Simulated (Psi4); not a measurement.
Psi4 input (wB97X-D/6-311+G**):

```
memory 1500 MB

molecule {
1 2
Na   -0.00000000   -0.00000000   -2.00393830
Na    0.00000000    0.00000000    2.00393830
symmetry c1
no_reorient
no_com
}

set {
  basis 6-311+G**
  reference uks
  scf_type pk
  dft_radial_points 99
  dft_spherical_points 590
  e_convergence 1e-8
  d_convergence 1e-7
  maxiter 150
}

e = energy('wb97x-d')
print_out(f'\nFINAL {e:.10f} DIPOLE {variable("CURRENT DIPOLE")[0]:.6f} {variable("CURRENT DIPOLE")[1]:.6f} {variable("CURRENT DIPOLE")[2]:.6f}\n')
```

Q: What final total energy does it give?

A: -324.36597 Eh.
